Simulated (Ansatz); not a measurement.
## PbIF: computed properties

All numbers below come from DFT PBEsol, scalar-relativistic, plane waves, PAW in Ansatz.

Cutoff 420 eV; k points 6×6×4 on the computed 6-atom cell (Γ-centred); Gaussian smearing, width 0.02 eV; no spin polarisation.

The structure is relaxed at this level of theory with its symmetry kept.

```
CELL_PARAMETERS angstrom
4.16204 0.00000 0.00000
0.00000 4.16204 0.00000
0.00000 0.00000 9.09078
ATOMIC_POSITIONS crystal
Pb 0.50000 0.00000 0.16028
Pb 0.00000 0.50000 0.83972
I 0.50000 0.00000 0.66711
I 0.00000 0.50000 0.33289
F 0.00000 0.00000 0.00000
F 0.50000 0.50000 0.00000
```

```
Space group                                                                                                                                 : P4/nmm (No. 129)
Volume per atom                                                                                                                             : 26.25 Å³
Formation energy from the elements' standard states (uncorrected)                                                                           : -1.481 eV/atom
Kohn–Sham band gap                                                                                                                          : 1.83 eV, direct at Z
Löwdin character of the top 1 eV of the valence band                                                                                        : I 5p 84 %
Löwdin character of the lowest 1 eV of the conduction band                                                                                  : Pb 6p 76 %, I 5p 8 %, unprojected 6 %
Electron masses at the edge by Cartesian direction of the standard setting (m_e; degenerate bands sorted by energy; no spin-orbit coupling) : x: 0.28; y: 0.28; z: 0.72
Hole masses at the edge by Cartesian direction of the standard setting (m_e; degenerate bands sorted by energy; no spin-orbit coupling)     : x: 1.0; y: 1.0; z: 0.74
Bader charges (e)                                                                                                                           : Pb (2 in the cell) 1.28, I (2 in the cell) -0.50, F (2 in the cell) -0.78
```

Spin-orbit coupling is left out, which matters for the bands of heavy elements. Each cell of PbIF holds layers, and where no dispersion correction was added their binding is poorly described.